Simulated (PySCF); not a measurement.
Input for PySCF: D3(BJ) and D4 dispersion corrections on BH3 (SMILES B).

```python
from pyscf import gto
from pyscf.dispersion import dftd3, dftd4

mol = gto.M(
    atom='''
    B    -0.00555317    0.00000000   -1.59887976
    H     0.58455128   -1.03051800   -1.67949525
    H     0.58455128    1.03051800   -1.67949525
    H    -1.18903148    0.00000000   -1.47677217
    ''',
    basis='def2-svp',
    charge=0, spin=0, verbose=0, max_memory=1800)
d3, d4 = {}, {}
for xc in ['hf', 'pbe', 'blyp', 'revpbe', 'tpss', 'r2scan', 'b3lyp', 'pbe0', 'bhlyp', 'camb3lyp', 'b2plyp']:
    d3[xc] = float(dftd3.DFTD3Dispersion(mol, xc=xc, version='d3bj', atm=False).get_dispersion()['energy'])
    print(f'D3(BJ) {xc:10s} {d3[xc]:14.8f} Eh')
for xc in ['hf', 'pbe', 'blyp', 'revpbe', 'tpss', 'r2scan', 'b3lyp', 'pbe0', 'bhlyp', 'camb3lyp', 'b2plyp']:
    d4[xc] = float(dftd4.DFTD4Dispersion(mol, xc={'camb3lyp': 'cam-b3lyp'}.get(xc, xc), atm=True).get_dispersion()['energy'])
    print(f'D4     {xc:10s} {d4[xc]:14.8f} Eh')
```

Output:

```
D3(BJ) hf            -0.00942354 Eh
D3(BJ) pbe           -0.00083907 Eh
D3(BJ) blyp          -0.00174785 Eh
D3(BJ) revpbe        -0.00237480 Eh
D3(BJ) tpss          -0.00100853 Eh
D3(BJ) r2scan        -0.00020154 Eh
D3(BJ) b3lyp         -0.00140549 Eh
D3(BJ) pbe0          -0.00066994 Eh
D3(BJ) bhlyp         -0.00104442 Eh
D3(BJ) camb3lyp      -0.00054308 Eh
D3(BJ) b2plyp        -0.00060055 Eh
D4     hf            -0.00285235 Eh
D4     pbe           -0.00061521 Eh
D4     blyp          -0.00146540 Eh
D4     revpbe        -0.00261883 Eh
D4     tpss          -0.00083881 Eh
D4     r2scan        -0.00014230 Eh
D4     b3lyp         -0.00098864 Eh
D4     pbe0          -0.00049688 Eh
D4     bhlyp         -0.00062834 Eh
D4     camb3lyp      -0.00048273 Eh
D4     b2plyp        -0.00042118 Eh
```

The run finished.

Cost: roughly 0.020 core-seconds.
